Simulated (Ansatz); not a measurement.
# BFH2: molecular dynamics

The plan is to follow the molecule's vibrations and see whether its bonds hold. The start is relaxed first. Runs: 500 steps of 0.25 fs under a Langevin thermostat at 300 K. SMILES of the start: BF.

Method: RKS r2SCAN-D4/def2-mTZVP, in Ansatz 0.2.0.

## 1. The system as given

Bond lengths: B1–F2 1.320 Å, B1–H3 1.190 Å, B1–H4 1.190 Å. Angles: F2–B1–H3 120.0°, F2–B1–H4 120.0°, H3–B1–H4 120.0°.

Coordinates:

```xyz
4

B     0.0000    0.0000    0.0000
F     0.0000    0.0000    1.3200
H     1.0305    0.0000   -0.5950
H    -1.0305    0.0000   -0.5950
```

## 2. Relaxing the start

Input file input.yaml:

```yaml
crystal:
  periodic: [false, false, false]
  atoms:
    - { symbol: B, position_ang: [0.0, 0.0, 0.0] }
    - { symbol: F, position_ang: [0.0, 0.0, 1.32] }
    - { symbol: H, position_ang: [1.0305, 0.0, -0.595] }
    - { symbol: H, position_ang: [-1.0305, 0.0, -0.595] }
basis:
  gaussian: { orbitals: def2-mTZVP }
hamiltonian:
  xc: r2scan
  dispersion: d4
relax:
  f_tol: 0.02
  max_steps: 40
```

Launch:

```
> ansatz run input.yaml --threads 1 --pin off --max-ram 2048MiB --backend cpu --events-out ev --progress --plain --runs-dir out
```

The runs that follow: The run.

Before running it: what results should come out? Wanted: relaxation of the start; temperature, first and last step; temperature, second half; potential energy, second half; bonds formed or broken.

As calculated:

```
                        quantity                          value
         relaxation of the start        3 moves, 0.013 eV lower
                          length           500 steps of 0.25 fs
temperature, first and last step                  225 and 115 K
        temperature, second half  mean 337 K, from 115 to 582 K
   potential energy, second half    +18 meV/atom from the start
          bonds formed or broken                              0
```

Against a set 300 K the second half averages 337 K, going from 381 to 115 K over that half. The bonding pattern survives the run. 125 fs on 4 atoms is far too short and small for converged averages. The nuclei move classically, without zero-point motion, which matters most for hydrogen.
